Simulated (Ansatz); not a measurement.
# CB (charge -1): a composite energy at a relaxed geometry

Computed with Ansatz 0.2.0, Python API.

Contents of `cb.xyz`:
```text
2

B     0.00000    0.00000    0.00000
C     0.00000    0.00000    1.62500
```

The cells in order, each with its output:

In [1]:
```python
import ansatz as az
import numpy as np
```

In [2]:
```python
system = az.Crystal.molecule_from_extxyz("cb.xyz")
```

In [3]:
```python
base = (
    system.calculation()
    .basis(gaussian="def2-SVP")
    .functional("r2SCAN")
    .charge(-1)
    .spin("collinear", total=2)
)
symbols = [site.symbol for site in system.cartesian_sites]
start = np.array([site.position_ang for site in system.cartesian_sites], dtype=float)
rep = base.relax(force_tolerance=0.01).run().report
end = np.array(rep["positions_ang"])
print("final positions (A) and the move of each atom")
for symbol, xyz, old in zip(symbols, end, start):
    print(f"{symbol:2s} {xyz[0]:10.5f} {xyz[1]:10.5f} {xyz[2]:10.5f}   {np.linalg.norm(xyz - old):7.4f}")
```
```text
final positions (A) and the move of each atom
B     0.00000    0.00000    0.09342    0.0934
C    -0.00000   -0.00000    1.53158    0.0934
```

In [4]:
```python
minimum = az.Crystal.molecule()
for symbol, place in zip(symbols, end):
    minimum = minimum.atom(symbol, place.tolist())
at_minimum = minimum.calculation().charge(-1).spin("collinear", total=2)
level = lambda method, basis: at_minimum.basis(gaussian=basis).correlation(method).run().report
small, large, cluster = level("mp2", "cc-pVDZ"), level("mp2", "cc-pVTZ"), level("ccsd_t", "cc-pVDZ")
corr = lambda each: (each["free_energy_ev"] - each["reference_energy_ev"]) / 27.211386246
mp2_limit = (27 * corr(large) - 8 * corr(small)) / 19
pieces = {"HF / cc-pVTZ": large["reference_energy_ev"] / 27.211386246, "MP2 correlation, DZ-TZ limit": mp2_limit, "CCSD(T) - MP2 / cc-pVDZ": corr(cluster) - corr(small)}
for name, value in pieces.items():
    print(f"{name:32s} {value:14.6f} Ha")
print(f"{'sum':32s} {sum(pieces.values()):14.6f} Ha")
print("T1 diagnostic", round(cluster["correlation"]["coupled_cluster"]["t1_diagnostic"], 4))
```
```text
HF / cc-pVTZ                         -62.362321 Ha
MP2 correlation, DZ-TZ limit          -0.196021 Ha
CCSD(T) - MP2 / cc-pVDZ               -0.072832 Ha
sum                                  -62.631174 Ha
T1 diagnostic 0.0464
```

Reading the output:
- Total energies depend on the basis set; only differences at equal settings carry meaning.
- The sum leaves out core correlation, relativity, the Hartree-Fock basis error and zero-point energy; a DZ-TZ extrapolation is rough.
- The run takes the species as open-shell (spin multiplicity 3), which needn't be its ground state.
- Inner cores stay frozen, so this is valence correlation.
- The spin state was assumed, and another may lie lower.
- Anions want diffuse functions, which this basis lacks.
- Wall time of the script: 9.8 s on 1 thread of INTEL(R) XEON(R) PLATINUM 8581C CPU @ 2.10GHz (Emerald Rapids), on a shared host, peak memory 0.18 GiB.
